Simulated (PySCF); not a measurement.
**SiH4 (silane): CCSDT/STO-3G**

Aim: the energy change on altering one bond length of SiH4 (silane) at CCSDT/STO-3G, from 2 runs. The job is set up through a Python script.

The results are computed with PySCF 2.14.0.

9 further runs of the same task are left out: 9 set aside as unsound or not needed.

**1. The molecule**

SiH4: 5 atoms, total charge 0, spin state singlet. As SMILES, `[SiH4]`. Geometry: relaxed at PBE0-D4/def2-TZVP.

Bond lengths: Si1–H2 1.485 Å, Si1–H3 1.485 Å, Si1–H4 1.485 Å, Si1–H5 1.485 Å. Angles: H2–Si1–H3 109.5°, H2–Si1–H4 109.5°, H2–Si1–H5 109.5°, H3–Si1–H4 109.5°, H3–Si1–H5 109.5°, H4–Si1–H5 109.5°.

**2. The energy at CCSDT/STO-3G**

calc.py

```python
from pyscf import gto, scf, cc

system = gto.Mole()
system.atom = '''
Si       0.000000       0.000000      -0.000100
H        0.967600      -0.688400       0.890900
H       -1.331000       0.044900       0.656000
H       -0.105100      -0.740300      -1.282600
H        0.468500       1.383800      -0.264200
'''
system.verbose = 4
system.charge = 0
system.basis = 'sto-3g'
system.spin = 0
system.max_memory = 1860
system.build()

mf = scf.RHF(system)
mf.conv_tol = 1e-10
mf.kernel()
if not mf.converged:
    mf = mf.newton().run(mf.mo_coeff, mf.mo_occ)

mycc = cc.CCSDT(mf, frozen=5)
mycc.kernel()
energy = mycc.e_tot
print('Final energy', energy)
```

Started as:

```bash
$ OMP_NUM_THREADS=1 python calc.py
```

Standard output:

```text
PySCF version 2.14.0

[... 51 lines left out ...]
converged SCF energy = -287.909069067248
[... 16 lines left out ...]
WARN: A large `blksize` is being used, which may cause large memory consumption
[... 3 lines left out ...]
WARN: A large `blksize_oovv` is being used, which may cause large memory consumption
[... 3 lines left out ...]
WARN: A large `blksize_oooo` is being used, which may cause large memory consumption
[... 13 lines left out ...]
Init t2, MP2 energy = -287.955675626809  E_corr(MP2) -0.046606559561
[... 10 lines left out ...]
RCCSDT converged
[... 3 lines left out ...]
Final energy -287.98014432126644
```

Wall time 0.68 s (1 thread of Arm Neoverse V1, shared host); peak memory 0.1 GiB.

**3. The distorted shape**

run.py

```python
from pyscf import gto, cc

mol = gto.Mole()
mol.atom = '''
Si  -0.093712  -0.276795   0.052727
H    0.873888  -0.965195   0.943727
H   -1.424712  -0.231895   0.708827
H   -0.198812  -1.017095  -1.229773
H    0.468500   1.383800  -0.264200
'''
mol.max_memory = 1860
mol.basis = 'sto-3g'
mol.verbose = 3
mol.charge = 0
mol.build()

calc0 = mol.RHF()
calc0.conv_tol = 1e-10
calc0.kernel()
if not calc0.converged:
    calc0 = calc0.newton().run(calc0.mo_coeff, calc0.mo_occ)

mycc = cc.CCSDT(calc0, frozen=5)
mycc.kernel()
etot = mycc.e_tot
print(f'total energy: {etot:.8f} hartree')
```

Started as:

```bash
$ OMP_NUM_THREADS=1 python run.py
```

Standard output:

```text
converged SCF energy = -287.863164536507
_make_eris_incore_RCCSDT

WARN: A large `blksize` is being used, which may cause large memory consumption
      for storing contraction intermediates. If memory is sufficient, consider using
      `pyscf.cc.rccsdt_highm.RCCSDT` instead.

WARN: A large `blksize_oovv` is being used, which may cause large memory consumption
      for storing contraction intermediates. If memory is sufficient, consider using
      `pyscf.cc.rccsdt_highm.RCCSDT` instead.

WARN: A large `blksize_oooo` is being used, which may cause large memory consumption
      for storing contraction intermediates. If memory is sufficient, consider using
      `pyscf.cc.rccsdt_highm.RCCSDT` instead.

RCCSDT converged
E(RCCSDT) = -287.9457960562287   E_corr = -0.08263151972153886
E_corr(same-spin) = -0.000404101980056028
E_corr(oppo-spin) = -0.0822274177414828
total energy: -287.94579606 hartree
```

It took 0.78 s on 1 thread of Arm Neoverse V1, shared host; peak memory 0.12 GiB.

**4. Outcome**

At CCSDT/STO-3G, 5 core orbitals frozen:

```
                                                          quantity          value
                                         first shape: total energy  -287.98014 Eh
                 first shape: dipole moment (Hartree–Fock density)         0.00 D
                  first shape: HOMO energy (Hartree–Fock orbitals)      -11.44 eV
                  first shape: LUMO energy (Hartree–Fock orbitals)       14.05 eV
                first shape: HOMO–LUMO gap (Hartree–Fock orbitals)       25.49 eV
          first shape: correlation energy (5 core orbitals frozen)      -71.1 mEh
                                        first shape: T1 diagnostic          0.003
                                     distorted shape: total energy  -287.94580 Eh
             distorted shape: dipole moment (Hartree–Fock density)         0.25 D
              distorted shape: HOMO energy (Hartree–Fock orbitals)       -9.88 eV
              distorted shape: LUMO energy (Hartree–Fock orbitals)       10.39 eV
            distorted shape: HOMO–LUMO gap (Hartree–Fock orbitals)       20.27 eV
      distorted shape: correlation energy (5 core orbitals frozen)      -82.6 mEh
                                    distorted shape: T1 diagnostic          0.004
energy change with the Si1–H5 bond stretched from 1.485 to 1.782 Å       0.935 eV
```

In words: With the Si1–H5 bond stretched from 1.485 to 1.782 Å the energy rises by 0.93 eV (90.2 kJ/mol). The first shape isn't relaxed at this level, so the change isn't measured from a minimum. The minimal basis adds a large error of its own. Mulliken charges (distorted shape) of the mean-field density run from -0.15 on H5 to +0.61 on Si1; they depend strongly on the basis.
